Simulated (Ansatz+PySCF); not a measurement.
Results of a calculation; reference values are marked as such.
Input for Ansatz (development build ahead of 0.2.0):

```yaml
crystal:
  periodic: [false, false, false]
  atoms:
    - { symbol: Li, position_ang: [0.0, 0.0, -2.09035] }
    - { symbol: Li, position_ang: [0.0, 0.0, 2.09035] }
basis:
  gaussian: { orbitals: cc-pVDZ }
magnetization:
  spin_polarized: true
hamiltonian:
  xc: pbe0
```

The input is written out in the form of the current development build from the run's settings.

Results

| Property | Result |
| --- | --- |
| Converged | yes |
| Total energy | -14.94336 hartree |
| Spin squared of the determinant | 0.593 |
| Stability test | minimum |

Caution: the unrestricted determinant is spin contaminated; the determinant breaks the point group.
